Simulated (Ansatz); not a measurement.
# CH3BO, SMILES BC=O: a composite energy at a relaxed geometry

Program: the Ansatz DFT code, driven from Python.

Interactive session:
```pycon
>>> import itertools
>>> import ansatz as az
>>> from ase.data import atomic_numbers, covalent_radii
>>> import numpy as np
>>> geometry_ang = [
...     ("B", (-0.4435, 0.0191, -0.593)),
...     ("C", (0.4871, -0.1154, 0.5943)),
...     ("O", (0.6353, 0.8049, 1.3669)),
...     ("H", (-0.5872, -0.8143, -1.3676)),
...     ("H", (-1.0665, 1.0768, -0.776)),
...     ("H", (1.0168, -1.0352, 0.7292)),
... ]
>>> ch3bo = az.Crystal.molecule()
>>> for symbol, xyz in geometry_ang:
...     ch3bo = ch3bo.atom(symbol, xyz)
...
>>> base = (
...     ch3bo.calculation()
...     .basis(gaussian="def2-SVP")
...     .functional("r2SCAN")
... )
>>> symbols = [site.symbol for site in ch3bo.cartesian_sites]
>>> start = np.array([site.position_ang for site in ch3bo.cartesian_sites], dtype=float)
>>> rep = base.relax(force_tolerance=0.01).run(threads=1).report
>>> end = np.array(rep["positions_ang"])
>>> # pairs closer than 1.2 times the sum of covalent radii, before or after
>>> radius = [covalent_radii[atomic_numbers[s]] for s in symbols]
>>> span = lambda where, i, j: np.linalg.norm(where[i] - where[j])
>>> bonded = [(i, j) for i, j in itertools.combinations(range(len(symbols)), 2) if min(span(start, i, j), span(end, i, j)) < 1.2 * (radius[i] + radius[j])]
>>> print("pair        before    after (A)")
pair        before    after (A)
>>> for i, j in bonded:
...     print(f"{symbols[i]}{i}-{symbols[j]}{j}".ljust(10), f"{span(start, i, j):8.4f} {span(end, i, j):8.4f}")
...
B0-C1        1.5145   1.5366
B0-H3        1.1468   1.2047
B0-H4        1.2411   1.2047
C1-O2        1.2107   1.2309
C1-H5        1.0700   1.1147
>>> minimum = az.Crystal.molecule()
>>> for symbol, place in zip(symbols, end):
...     minimum = minimum.atom(symbol, place.tolist())
...
>>> at_minimum = minimum.calculation()
>>> # MP2 extrapolated to the basis limit, plus the small-basis difference CCSD(T) - MP2
>>> level = lambda method, basis: at_minimum.basis(gaussian=basis).correlation(method).run(threads=1).report
>>> small, large, cluster = level("mp2", "cc-pVDZ"), level("mp2", "cc-pVTZ"), level("ccsd_t", "cc-pVDZ")
>>> corr = lambda each: (each["free_energy_ev"] - each["reference_energy_ev"]) / 27.211386246
>>> mp2_limit = (27 * corr(large) - 8 * corr(small)) / 19
>>> pieces = {"HF / cc-pVTZ": large["reference_energy_ev"] / 27.211386246, "MP2 correlation, DZ-TZ limit": mp2_limit, "CCSD(T) - MP2 / cc-pVDZ": corr(cluster) - corr(small)}
>>> for name, value in pieces.items():
...     print(f"{name:32s} {value:14.6f} Ha")
...
HF / cc-pVTZ                        -139.153177 Ha
MP2 correlation, DZ-TZ limit          -0.535539 Ha
CCSD(T) - MP2 / cc-pVDZ               -0.041340 Ha
>>> print(f"{'sum':32s} {sum(pieces.values()):14.6f} Ha")
sum                                 -139.730057 Ha
>>> print("T1 diagnostic", round(cluster["correlation"]["coupled_cluster"]["t1_diagnostic"], 4))
T1 diagnostic 0.0235
```

Notes:
- Total energies depend on the basis set; only differences at equal settings carry meaning.
- The sum leaves out core correlation, relativity, the Hartree-Fock basis error and zero-point energy; a DZ-TZ extrapolation is rough.
- Inner cores stay frozen, so this is valence correlation.
- An extrapolation from small basis sets is rough.
- The whole script took 45 s on 1 thread of Arm Neoverse V1 (shared host), peak memory 0.26 GiB.
